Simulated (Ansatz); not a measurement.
`[O][Na]` radical, relaxed with UKS PBE0-D4/def2-TZVP in Ansatz from a GFN2-xTB geometry. The force threshold is 0.005 eV/Å; the program also tests the step.

Total charge 0; spin multiplicity 2.

Start:

```xyz
2

O    -0.482    0.598    0.497
Na    0.482   -0.598   -0.497
```

Task: By how much does the energy fall, and how many steps does the optimiser take? (Estimate.)

Result: The calculation gave: 0.28 eV, in 4 steps.

Task: Which bonds change most? (Best estimate.)

Result: The calculation gave: O1–Na2 from 1.830 to 2.047 Å.

Task: Give the relaxed structure. (Best estimate.)

Result: The calculation gave: 
```xyz
2

O    -0.539    0.669    0.556
Na    0.539   -0.669   -0.556
```
